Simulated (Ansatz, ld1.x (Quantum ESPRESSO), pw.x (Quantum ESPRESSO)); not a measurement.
# From atom to crystal: TM potential for Re

| Item | Value |
| --- | --- |
| Element | rhenium |
| Generator | ld1.x (Quantum ESPRESSO) 7.5 |
| Type | norm-conserving Troullier–Martins (Kleinman–Bylander form) |
| Functional | LDA (PW92) |
| Relativity | scalar-relativistic |
| Frozen core | [Xe] 4f14 |
| Valence charge | 7 |
| Reference configuration | 5d5 6s2 6p0 |
| Partial waves | 6p (bound, empty): rc 2.95 bohr; 5d (bound): rc 2.40 bohr; 6s (bound): rc 2.40 bohr |
| Local potential | the s channel |
| Core correction | none |

Atomic tests: cutoffs needed: 30 Ry and 35 Ry (the cutoffs (Ry, on a coarse ladder) from which the occupation-weighted sum of valence levels, in a spherical-Bessel basis at the reference potential, stays within 10 and 1 mRy of its value at 400 Ry); ghost test: no extra level below or beside the all-electron valence levels (p, d, s, f tested) (spherical-Bessel basis up to 400 Ry, 20 bohr box); largest excitation error: -45 meV (all-electron minus pseudo) for 5d4 6s2 6p1, out of 7 test configurations.

Crystal test: bcc Re in pw.x 7.5, no spin, 15³ k-points, Fermi–Dirac smearing 0.01 Ry, cutoffs 45/180 Ry. The reference is all-electron LAPW (Ansatz 0.2.0) with the same functional, mesh and smearing; V0 and B0 come from Birch–Murnaghan fits to the pressures at five volumes. Errors are pseudo minus all-electron; Δ is the rms difference of the E(V) curves that follow from these fits, minima aligned, over ±6 % about the mean V0. Mesh and smearing are coarse, so the numbers serve the comparison and aren't converged zero-temperature values; the lattice is a test structure that the element need not adopt.

```tsv
V (Å³/atom)	P all-electron (GPa)	P pseudo (GPa)
13.730	23.64	32.04
14.092	11.51	19.21
14.453	0.92	7.99
14.814	-8.32	-1.82
15.176	-16.37	-10.39
```

All-electron: a0 = 3.071 Å (V0 = 14.49 Å³/atom), B0 = 391.0 GPa.

Pseudopotential: mean pressure error (GPa): +7.13; a0 (Å): 3.089; a0 error (%): +0.59; B0 error (%): -1.8; Δ (meV/atom): 21.8. The largest radius (2.95 bohr) exceeds half the bond length (2.51 bohr), so the spheres overlap, which is one possible source of error among others. This is a poor potential for the solid.

**Question.** At the middle volume, how do free energy and pressure move when the wave cutoff is lowered (ecutrho kept at four times it)?

**Answer.**

```tsv
cutoff (Ry)	shift of F (meV/atom)	shift of P (GPa)
20	+2394.0	-105.70
27	+224.4	-17.65
36	+2.3	-0.01
```

The run at the middle volume (120 k-points, 6 iterations) took about 7.6 s on one core of a shared host (Neoverse-V1, 32 threads, 247 GiB, load 26).
